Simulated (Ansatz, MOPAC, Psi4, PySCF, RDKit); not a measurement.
Pair of molecules: C5H10 (SMILES C1CCCC1) (first 15 atoms) with C5H12 (SMILES CC(C)(C)C); geometry from S66by8 set.
(charge 0, multiplicity 1):
```xyz
32

C      0.7928    -1.0330    -3.0081
H      0.8465    -1.1330    -4.0938
H      1.4843    -1.7551    -2.5761
C      1.1098     0.4140    -2.5962
H      1.8311     0.8792    -3.2654
H      1.5485     0.4289    -1.5987
C     -0.2517     1.1547    -2.5928
H     -0.2652     1.9899    -3.2905
H     -0.4559     1.5661    -1.6048
C     -1.3058     0.0929    -2.9565
H     -1.4807     0.0943    -4.0338
H     -2.2638     0.2671    -2.4687
C     -0.6540    -1.2310    -2.5595
H     -1.1315    -2.0986    -3.0128
H     -0.6931    -1.3562    -1.4756
C      0.0594     0.1156     2.6646
C     -0.0370    -0.0365     4.1803
H      0.9556    -0.0519     4.6326
H     -0.5959     0.7914     4.6187
H     -0.5441    -0.9651     4.4456
C      0.7734     1.4225     2.3290
H      0.8549     1.5560     1.2493
H      0.2299     2.2772     2.7345
H      1.7810     1.4332     2.7473
C     -1.3456     0.1354     2.0673
H     -1.3087     0.2526     0.9835
H     -1.9279     0.9629     2.4757
H     -1.8755    -0.7923     2.2887
C      0.8473    -1.0579     2.0873
H      0.3520    -2.0049     2.3075
H      0.9421    -0.9707     1.0042
H      1.8520    -1.0953     2.5111
```

Interaction energies are E(AB) − E(A) − E(B) at the monomers' geometry in the complex; basis-set methods are counterpoise corrected. Rows marked so take none. RDKit's UFF carries no charges.

Cores are frozen in the correlated methods. Rows in 6-31G*, STO-3G carry no dispersion term and start afresh at each structure (6-31G* with six Cartesian d functions). MP2/6-31G* freezes PySCF's default core. The state reached by PM3 isn't checked.

Codes used: Ansatz (Gaussian orbitals); MOPAC for PM3 (differences of heats of formation); Psi4 for SAPT; PySCF for 6-31G* rows, STO-3G rows, the dispersion terms; RDKit for the force fields. Each number belongs to the level named beside it.

```json
[
 {"level": "MMFF94", "interaction energy (kcal/mol)": "-1.21"},
 {"level": "UFF", "interaction energy (kcal/mol)": "-2.23"},
 {"level": "PM3", "interaction energy (kcal/mol)": "-0.90"},
 {"level": "HF/STO-3G (no counterpoise)", "interaction energy (kcal/mol)": "0.08"},
 {"level": "HF/6-31G* (no counterpoise)", "interaction energy (kcal/mol)": "-0.02"},
 {"level": "PBE-D3(BJ)/def2-TZVPPD", "interaction energy (kcal/mol)": "-1.81"},
 {"level": "PBE0/def2-TZVPPD", "interaction energy (kcal/mol)": "-0.29"},
 {"level": "MP2/6-31G* (no counterpoise)", "interaction energy (kcal/mol)": "…"},
 {"level": "SAPT0/jun-cc-pV(D+d)Z", "interaction energy (kcal/mol)": "…"}
]
```

Problem. Some entries are withheld; supply them.

Solution. 
- MP2/6-31G* (no counterpoise), interaction energy (kcal/mol): -1.45
- SAPT0/jun-cc-pV(D+d)Z, interaction energy (kcal/mol): -1.16

Ansatz is a program for electronic structure.
